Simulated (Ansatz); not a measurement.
We consider bcc W, described by r²SCAN50 (Ansatz, a first-principles code, PAW).

From the output:

```
WARN output.stress: scf.exx.energy_threshold = 1e-6 eV is looser than the 1e-8 eV advised for a stress under a hybrid functional (1e-8 eV for each atom of the …
Crystal: 1 atoms, lattice volume = 16.296 Å³
Basis set: ecut = 520 eV, 429 PW (Γ), exchange–correlation on 72×72×72 points (27 copies of the dense FFT grid, shifted against one another)
Bands: 11, of which v1, the nominal top of the filled ones, is band 7 counted from 1 (6 counted from 0)
Symmetry: 48 space group operations
Space group: Im-3m (ITA 229), of the structure as read, at distance tolerance 2.5e-5 Å
k-points: 104 of 2744
Functional: x = r2scan, c = r2scan; τ floored in thin density (d = 2e-4 eV/Å³), warm-up for x = 0.5 r2scan + 0.5 exact, c = r2scan; τ floored in thin density (d = 2e-4 eV/Å³)
SCF iter   1: F=—  HF=-10397.280584 eV  |F-HF|=—  |Δ(HF+E_count)|=         —  Δρ=9.05e-3  dr2=9.84e-3  dr2_τ=2.97e-2
SCF iter   2: F=—  HF=-10397.290789 eV  |F-HF|=—  |Δ(HF+E_count)|=   1.02e-2  Δρ=3.76e-3  dr2=5.95e-4  dr2_τ=7.01e-4
  ...
SCF 1 converged in 7 iterations: F = -10397.291112 eV  dr2 = 2.55e-11
Crystal: 1 atoms, lattice volume = 16.296 Å³
Initial density: handed on by an earlier stage of this run
Functional: x = 0.5 r2scan + 0.5 exact, c = r2scan; τ floored in thin density (d = 2e-4 eV/Å³)
SCF 2 converged in 7 iterations: F = -10389.067483 eV  dr2 = 5.26e-12
Crystal: 1 atoms, lattice volume = 16.296 Å³
SCF 3 converged in 6 iterations: F = -10389.100674 eV  dr2 = 3.35e-12
Crystal: 1 atoms, lattice volume = 16.296 Å³
SCF 4 converged in 4 iterations: F = -10389.103985 eV  dr2 = 3.04e-11
Crystal: 1 atoms, lattice volume = 16.296 Å³
SCF 5 converged in 4 iterations: F = -10389.104550 eV  dr2 = 2.51e-11
Crystal: 1 atoms, lattice volume = 16.296 Å³
SCF 6 converged in 4 iterations: F = -10389.104950 eV  dr2 = 2.32e-11
Crystal: 1 atoms, lattice volume = 16.296 Å³
SCF 7 converged in 4 iterations: F = -10389.105579 eV  dr2 = 1.62e-11
Crystal: 1 atoms, lattice volume = 16.296 Å³
SCF 8 converged in 4 iterations: F = -10389.105912 eV  dr2 = 1.71e-11
Crystal: 1 atoms, lattice volume = 16.296 Å³
SCF 9 converged in 4 iterations: F = -10389.106680 eV  dr2 = 2.93e-11
Crystal: 1 atoms, lattice volume = 16.296 Å³
Crystal: 1 atoms, lattice volume = 16.296 Å³
SCF iter   7: F=—  HF=-10389.107467 eV  |F-HF|=—  |Δ(HF+E_count)|=  1.66e-10  Δρ=1.21e-6  dr2=1.60e-10  dr2_τ=8.29e-12
SCF iter   8: F=-10389.107467 eV  HF=-10389.107467 eV  |F-HF|=0.00e0  |Δ(HF+E_count)|=  1.15e-10  Δρ=1.58e-7  dr2=6.78e-12  dr2_τ=7.96e-13
SCF 11 converged in 8 iterations: F = -10389.107467 eV  dr2 = 6.78e-12
Free energy (F): -10389.107467 eV
Internal energy: -10389.106732 eV  (E = F + TS)
E sigma→0 (E₀):  -10389.107100 eV
Fermi energy:    21.695281 eV
--- Stress (GPa, compression-positive) ---
      -14.926462      -0.000000       0.000000
       -0.000000     -14.926462      -0.000000
        0.000000       0.000000     -14.926462
  P = ⅓ Tr σ = -14.9265 GPa (-149.265 kbar)
```

Write an input file that could have produced this run (the log leaves some choices open).

Several could match; the one computed here: 
Ansatz 0.2 input:
```yaml
crystal:
  lattice:
    - [-1.5971385728, 1.5971385728, 1.5971385728]
    - [1.5971385728, -1.5971385728, 1.5971385728]
    - [1.5971385728, 1.5971385728, -1.5971385728]
  atoms:
    - { symbol: W, position: [0.0, 0.0, 0.0] }
basis:
  ecutwfc: 520
  ecutrho_ratio: 4
  xc_grid: 3
kpoints:
  mp_grid: { grid: [14, 14, 14] }
hamiltonian:
  xc: r2scan50
  dispersion: none
  pseudopotentials: { kind: paw }
scf:
  occupations: { method: fermi_dirac, width: 0.05 }
  convergence: { dr2_threshold: 0.0000000001 }
output:
  forces: false
  stress: true
  eigenvalues: true
```

The cell is one volume of an energy–volume scan, off the minimum.

The PAW data were made under PBE.

Note: the run warned that the count of filled bands differs between k points.

Computing time: around 4 core-minutes (rough).
